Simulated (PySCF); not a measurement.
Reaction (SMILES): N#N (N2) + H+ → N#[NH+]
B3LYP-D3(BJ)/def2-TZVP geometries, fixed; electronic energies without zero-point terms; positive where energy is released.

Effect of the grid level at r2SCAN/def2-SVP with PySCF, against the last row, where the proton affinity is 123.49 kcal/mol.

```
setting         grid points, largest species  largest shift of a total energy (mEh)  shift of the proton affinity (kcal/mol)
--------------  ----------------------------  -------------------------------------  ---------------------------------------
grids.level: 0                          2744                                 47.502                                    0.929
grids.level: 1                         12712                                  0.578                                    0.022
grids.level: 2                         27360                                 -0.058                                   -0.003
grids.level: 3                         37616                                 -0.027                                   -0.001
grids.level: 4                         71464                                  0.006                                    0.002
grids.level: 5                        107768                                  0.006                                    0.001
grids.level: 7                        219984                                  0.000                                    0.000
```

Within 0.1 kcal/mol in the proton affinity: grids.level: 1; grids.level: 2; grids.level: 3; grids.level: 4; grids.level: 5. The largest shift is 47.502 mEh in a total energy and 0.929 kcal/mol in the difference.
